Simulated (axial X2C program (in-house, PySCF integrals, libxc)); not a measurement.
Potential curves of AlF⁺, two-component

Calculated with an axial X2C code built on PySCF integrals. Two-component (2c) means X2C with spin–orbit coupling and atomic mean-field two-electron Coulomb and Gaunt terms. Basis: Al dyall-v3z [8s8p2d1f], F dyall-av3z [7s6p3d2f] (cores contracted in-house); Gaussian nuclei, density fitting, unrestricted open shells. Masses: Al 26.982 u, F 18.998 u.

State: Ω = 1/2 (⟨Sz⟩ = 0.50, ⟨Lz⟩ = 0.00 at B3LYP). Energies in kJ/mol from the fragments at the same level (Al+ + F). Fits are polynomials in 1 − R0/R over 0.85 to 1.23 times the lowest point R0.

```
 R (Å)    B3LYP       HF     CCSD      MP2
1.4059  -186.01  -114.35           -237.22
1.4706  -251.37  -172.83  -244.17  -303.90
1.5190  -279.46  -195.50  -271.32  -332.54
1.5675  -294.23  -204.68  -284.87  -347.53
1.6160  -298.76  -203.44  -287.89  -351.93
1.6726  -294.32  -192.09  -281.38  -346.89
1.7291  -282.29  -172.98  -266.95  -333.75
1.8018  -259.35  -140.64  -240.43  -308.47
1.8907  -224.77   -94.22           -268.97
2.0200  -170.90
```

Correlated methods: 9 electrons correlated (number of frozen shells: Al 2 s, 1 p; F 1 s), 169 virtual spin orbitals or spinors in MP2.

The state is one determinant whose occupation by symmetry is held fixed; it was picked as the lowest of a PBE0 search that is not exhaustive. De is counted from the lowest determinant-based energies of the atoms at the same level, without counterpoise correction. Density functionals use the spin component along the axis (collinear). CCSD ran in a truncated set of natural virtual spinors with an MP2 remainder; without triples it tends to underbind. In 2c an atomic determinant is not the ground J level, so De misses part of the atomic spin–orbit lowering. This holds for B3LYP. Without a current term, density functionals place determinants with orbital angular momentum somewhat too high. Some points did not converge and are left out. The stretched end of a curve changes character and is left out. Coupled cluster ran on the points near the minimum only. MP2 and coupled cluster on one determinant become unreliable at the stretched end.

**Question.** Fit the B3LYP curve near its minimum: give the equilibrium distance, the harmonic wavenumber and the well depth.

**Answer.** At B3LYP, 2c: Re = 1.618 Å, ωe ≈ 909 cm⁻¹, De = 3.10 eV to Al+ + F; Be follows as 0.578 cm⁻¹.

**Question.** Fit the HF curve near its minimum: give the equilibrium distance, the harmonic wavenumber and the well depth.

**Answer.** At HF, 2c: Re = 1.585 Å, ωe ≈ 1010 cm⁻¹, De = 2.13 eV to Al+ + F; Be follows as 0.602 cm⁻¹.

**Question.** Fit the CCSD curve near its minimum: give the equilibrium distance, the harmonic wavenumber and the well depth.

**Answer.** At CCSD, 2c: Re = 1.608 Å, ωe ≈ 949 cm⁻¹, De = 2.99 eV to Al+ + F; Be follows as 0.585 cm⁻¹.

**Question.** What are Re, ωe and De at the MP2 level?

**Answer.** At MP2, 2c: Re = 1.616 Å, ωe ≈ 934 cm⁻¹, De = 3.65 eV to Al+ + F; Be follows as 0.579 cm⁻¹.
